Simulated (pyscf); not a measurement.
A first-order saddle from PySCF, ωB97X-D3(BJ)/def2-SVP:

```xyz
9

C     -1.4786    -0.7819     0.0337
In     0.2021     0.5054    -0.2274
H     -1.2399    -1.7998    -0.3060
H     -2.3211    -0.3960    -0.5573
H     -1.7726    -0.8211     1.0923
H     -0.5503     2.3298    -0.4508
H      1.8179     0.7778     0.2128
H      0.0997     1.1452    -2.1047
H     -0.2852     1.9117    -1.4261
```

Surface: singlet, charge 0. Lowest wavenumbers (cm⁻¹): 1623i, 84, 246, 375, 511.

### Question
What reaction is this the transition state of?

### Answer
`[CH3][InH2]` + `[H][H]` ⇌ `[CH3][InH2]` + `[H][H]`, a four-centre exchange read from left to right: H–In, H–H broken and H–In, H–H formed. At ωB97M-D3(BJ)/def2-TZVP it lies +31.2 kcal/mol from the left side and +31.2 kcal/mol from the right (each side as separated species at their lowest minima found). At the saddle there is also a short H–In contact that neither side keeps. One saddle was located; it need not be the lowest between these sides. Elements past Kr carry the def2 core potentials, without spin-orbit coupling.
